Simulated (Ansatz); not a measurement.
A run of Ansatz (development build ahead of 0.2.0) on triplet CH2S at this shape:

```xyz
4

C    -0.6198    0.5930    0.5749
S     0.3407   -0.3125   -0.3181
H    -0.8046    1.6422    0.3544
H    -1.1400    0.2040    1.4473
```

Its results:

* Converged: yes
* Total energy: -436.32726 hartree
* Spin squared of the determinant: 2.020
* Stability test: minimum

Forces (eV/Å):
```
atom      Fx      Fy      Fz
  C1  -3.015   2.843   2.801
  S2   2.680  -2.523  -2.494
  H3   0.165  -0.187  -0.139
  H4   0.169  -0.134  -0.168
```

Question: Which input gives this output? Name the method, the orbitals and the basis set, and write the input.

Answer: UHF in def2-SVP.

```yaml
crystal:
  periodic: [false, false, false]
  atoms:
    - { symbol: C, position_ang: [-0.61982, 0.59303, 0.57494] }
    - { symbol: S, position_ang: [0.34072, -0.31251, -0.31813] }
    - { symbol: H, position_ang: [-0.80465, 1.6422, 0.35436] }
    - { symbol: H, position_ang: [-1.14002, 0.20397, 1.44731] }
basis:
  gaussian: { orbitals: def2-SVP }
magnetization:
  spin_polarized: true
  initial_magnetization: 2
hamiltonian:
  xc: hf
output:
  forces: true
```

Caution: another spin multiplicity may lie lower.
